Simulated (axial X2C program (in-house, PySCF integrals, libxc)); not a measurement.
# A two-component session on AlO⁻: properties at the nuclei

Aim: properties at the nuclei of AlO⁻, with spin–orbit coupling in the Hamiltonian from the start.

Method: two-component X2C with atomic mean-field terms, Al dyall-av3z, O dyall-av3z; program: an in-house X2C program for linear molecules on PySCF integrals.

All values are calculated.

### 1 Set-up

Input file task.json:

```json
{"zs": [13, 8], "q": -1, "bas": ["dyall-av3z", "dyall-av3z"], "r0": 1.7, "levels": ["PBE0", "HF", "LDA", "PBE", "B3LYP"], "nst": 3}
```

Keys: zs atomic numbers; q charge; bas basis sets; r0 starting distance in Å; levels methods (HF also brings MP2); nst determinants followed.

Launch:

```bash
python soeom.py task.json out
```

Further steps of the session: Expectation values, lowest determinant; Expectation values, a higher determinant.

Q: Predict the outcome of this session. Wanted: lowest determinant; qzz Al; qzz O; higher determinant; Eeff magnitude; Ws magnitude Al; A∥/gI Al (for each run or level that gives them).

**Answer**, as computed:

| quantity | value |
| --- | --- |
| lowest determinant | Ω = 0 (closed shell) |
| qzz Al (a.u.), PBE0 | -1.31 |
| qzz O (a.u.), PBE0 | -0.55 |
| higher determinant | Ω = 2 (excess of +ω over −ω: ω = 1/2, ω = 3/2) |
| Eeff magnitude (GV/cm), PBE0, higher determinant | 0.143 |
| Ws magnitude Al (kHz), PBE0, higher determinant | 0.0263 |
| A∥/gI Al (MHz), PBE0, higher determinant | 128 |
| qzz Al (a.u.), PBE0, higher determinant | -0.59 |

What this shows: The expectation values come from single determinants, which for open shells can mix terms of unlike spin or miss the lowest Ω, so a determinant need not be a state. Eeff is the effective electric field on the electron dipole moment in this Ω state and Ws the scalar–pseudoscalar constant (defined with the proton number Z and per Ω); A∥ is the parallel hyperfine constant, which follows by multiplying with the nuclear g factor gI = μI/(I μN); qzz is the electric field gradient, eQq0 = 234.96 MHz × Q/barn × qzz. The operators were transformed with the bare-nucleus X2C matrices.
